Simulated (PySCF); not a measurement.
## Vibration and rotation of SiC⁻

ROHF-CCSD(T) constants of SiC⁻, ²Σ⁺ (doublet), unpaired electrons σ ↑ (Si def2-TZVPPD, C def2-TZVPPD; no relativity (PySCF 2.14); masses 27.9769 and 12.0000 u):

```
ωe              : 1014.0 cm⁻¹
ωexe            : 5.88 cm⁻¹
Be              : 0.70183 cm⁻¹
αe              : 0.00557 cm⁻¹
D (centrifugal) : 1.34e-06 cm⁻¹
```

**Question.** Give the vibrational terms G(v) and spacings up to v = 6.

**Answer.** G(v) = ωe(v+½) − ωexe(v+½)².

| v | G(v) (cm⁻¹) | G(v) − G(v−1) | Bv (cm⁻¹) |
| --- | --- | --- | --- |
| 0 | 505.5 |  | 0.6990 |
| 1 | 1507.8 | 1002.2 | 0.6935 |
| 2 | 2498.2 | 990.5 | 0.6879 |
| 3 | 3477.0 | 978.7 | 0.6823 |
| 4 | 4443.9 | 967.0 | 0.6768 |
| 5 | 5399.1 | 955.2 | 0.6712 |
| 6 | 6342.6 | 943.4 | 0.6656 |

Correlated steps freeze 6 core orbitals. The CCSD T1 diagnostic is raised, a sign that a single reference may not be enough here. The state was picked by a PBE0 search and need not be the measured ground state.
